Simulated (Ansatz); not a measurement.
Energy needed to pull apart C₂H₇Al, closed shell, into free ground-state atoms, from the structure below (displaced at random from its PBE0-D4/def2-TZVP minimum); no zero-point or spin–orbit terms; open-shell atoms are treated unrestricted, in their ground-state multiplicity.

C1  (-1.280, 0.936, -0.741)
Al2  (0.475, 0.115, -0.642)
C3  (0.846, -0.935, 1.081)
H4  (-1.979, 0.020, -0.398)
H5  (-1.424, 1.248, -1.723)
H6  (-1.379, 1.895, -0.221)
H7  (1.600, 0.100, -1.594)
H8  (-0.017, -0.837, 1.978)
H9  (1.266, -1.780, 0.887)
H10  (1.898, -0.497, 1.704)
(Å)

Program: Ansatz 0.2.0. Basis: def2-TZVPP. Cores are frozen in the correlated methods.

```tsv
method	atomization energy (kcal/mol)
PBE-D4	784.4
r2SCAN-D4	781.5
PBE0-D4	777.1
wB97M-V	?
HF	585.6
MP2	763.2
CCSD	?
CCSD(T)	763.2
```

Problem. What does CCSD give? (To be estimated.)

Solution. Computed: 755.1 kcal/mol, which is about 8.1 kcal/mol less than CCSD(T)/def2-TZVPP.

Problem. What does wB97M-V give? (To be estimated.)

Solution. The calculation gives: 781.7 kcal/mol, which is about 18.5 kcal/mol more than CCSD(T)/def2-TZVPP.

In triple zeta the MP2 and coupled-cluster atomization energies are still short of their basis limit by a few kcal/mol a bond, whereas those of the functionals are nearly converged, so these differences are not deviations from converged CCSD(T).

The T1 diagnostic stays at or below 0.011.

For scale, one of the runs: CCSD(T)/def2-TZVPP forces, 202 basis functions (an equivalent command: `ansatz run in.yaml --threads 2`). Hardware: 2 CPU threads, shared host. Wall time 7.3 min; peak host memory 2.5 GiB.
